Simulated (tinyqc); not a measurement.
Extended Hueckel theory, for CH4-, step by step. The parameters take no account of the charge, which enters only through the electron count, and nothing here shows that the anion is bound. Computed by tinyqc, a small Python program that keeps every step (integrals from PySCF). Settings: charge = -1, K = 1.5, weighted = 1, multiplicity = 2. Command: `OMP_NUM_THREADS=1 python tinyqc.py 20831 20832 out.jsonl` (the two numbers bound the seeds that draw the settings). One thread of a shared host (Intel(R) Xeon(R) Processor @ 2.60GHz), about 0.01 s of CPU time with the checks.

## Overlaps

Geometry (angstrom):

| atom | x | y | z |
|---|---|---|---|
| C | 0.00000 | 0.00000 | 0.00000 |
| H | 0.61300 | 0.61300 | 0.61300 |
| H | 0.61300 | -0.61300 | -0.61300 |
| H | -0.61300 | 0.61300 | -0.61300 |
| H | -0.61300 | -0.61300 | 0.61300 |

Parameters chosen for this run:

| element | shell | Slater exponent | H_ii (eV) |
|---|---|---|---|
| H | 1s | 1.30000 | -13.60000 |
| C | 2s | 1.62500 | -21.40000 |
| C | 2p | 1.62500 | -11.40000 |

Slater orbitals, each expanded in six Gaussians scaled to its exponent.

overlap S, lower triangle:
```
          1C 2s    1C 2px    1C 2py    1C 2pz    2H 1s    3H 1s    4H 1s    5H 1s
1C 2s   1.00000
1C 2px  0.00000   1.00000
1C 2py  0.00000   0.00000   1.00000
1C 2pz  0.00000   0.00000   0.00000   1.00000
2H 1s   0.50829   0.28920   0.28920   0.28920  1.00000
3H 1s   0.50829   0.28920  -0.28920  -0.28920  0.15978  1.00000
4H 1s   0.50829  -0.28920   0.28920  -0.28920  0.15978  0.15978  1.00000
5H 1s   0.50829  -0.28920  -0.28920   0.28920  0.15978  0.15978  0.15978  1.00000
```

## Wolfsberg-Helmholz matrix

diagonal H_ii (eV): 1C 2s -21.40000, 1C 2px -11.40000, 1C 2py -11.40000, 1C 2pz -11.40000, 2H 1s -13.60000, 3H 1s -13.60000, 4H 1s -13.60000, 5H 1s -13.60000

K = 1.50000

H_ij = K' S_ij (H_ii + H_jj)/2 for i != j (the diagonal keeps H_ii), with K' = K + D^2 + D^4 (1 - K), D = (H_ii - H_jj)/(H_ii + H_jj), K = 1.5.

H (eV), lower triangle:
```
            1C 2s     1C 2px     1C 2py     1C 2pz      2H 1s      3H 1s      4H 1s      5H 1s
1C 2s   -21.40000
1C 2px    0.00000  -11.40000
1C 2py    0.00000    0.00000  -11.40000
1C 2pz    0.00000    0.00000    0.00000  -11.40000
2H 1s   -13.77354   -5.45042   -5.45042   -5.45042  -13.60000
3H 1s   -13.77354   -5.45042    5.45042    5.45042   -3.25942  -13.60000
4H 1s   -13.77354    5.45042   -5.45042    5.45042   -3.25942   -3.25942  -13.60000
5H 1s   -13.77354    5.45042    5.45042   -5.45042   -3.25942   -3.25942   -3.25942  -13.60000
```

## Orbitals

valence electrons = 9

Solve H C = S C e through S^(-1/2); fill by pairs from the bottom, a degenerate level sharing its electrons equally; each orbital has its largest coefficient positive (the first on a tie).

orbital energies (eV): -23.01478  -14.58217  -14.58217  -14.58217  0.12822  0.12822  0.12822  25.19547

occupations: 2.00000  2.00000  2.00000  2.00000  0.33333  0.33333  0.33333  0.00000

coefficients:
```
            MO1       MO2       MO3       MO4       MO5       MO6       MO7       MO8
1C 2s   0.70448   0.00000   0.00000   0.00000   0.00000   0.00000   0.00000   1.67974
1C 2px  0.00000   0.18946   0.47016  -0.00693   0.42758   0.81292  -0.74896   0.00000
1C 2py  0.00000   0.37818  -0.15680  -0.29898  -0.21171   0.84840   0.80000   0.00000
1C 2pz  0.00000   0.27943  -0.10656   0.40934   1.08488  -0.15483   0.45129   0.00000
2H 1s   0.13704   0.54644   0.13340   0.06672  -0.68316  -0.79121  -0.26383  -0.73615
3H 1s   0.13704  -0.30200   0.47319  -0.07567   0.23403  -0.06269   1.05054  -0.73615
4H 1s   0.13704  -0.05852  -0.33571  -0.45246   0.90553  -0.09995  -0.57649  -0.73615
5H 1s   0.13704  -0.18592  -0.27089   0.46140  -0.45641   0.95385  -0.21021  -0.73615
```

sum of one-electron energies = -133.39438 eV

Within a degenerate level the vectors are fixed only up to a rotation; this is one choice.

## Mulliken analysis

P = C n C^T; charge = valence electrons (H 1, C 4) minus the sum of (P S)_ii on the atom; overlap population = 2 sum P_ij S_ij between two atoms.

charges: 1C -0.62906, 2H -0.09273, 3H -0.09273, 4H -0.09273, 5H -0.09273

Overlap populations:

| pair | value |
|---|---|
| 2-1 | 0.344949 |
| 3-1 | 0.344949 |
| 3-2 | -0.097616 |
| 4-1 | 0.344949 |
| 4-2 | -0.097616 |
| 4-3 | -0.097616 |
| 5-1 | 0.344949 |
| 5-2 | -0.097616 |
| 5-3 | -0.097616 |
| 5-4 | -0.097616 |
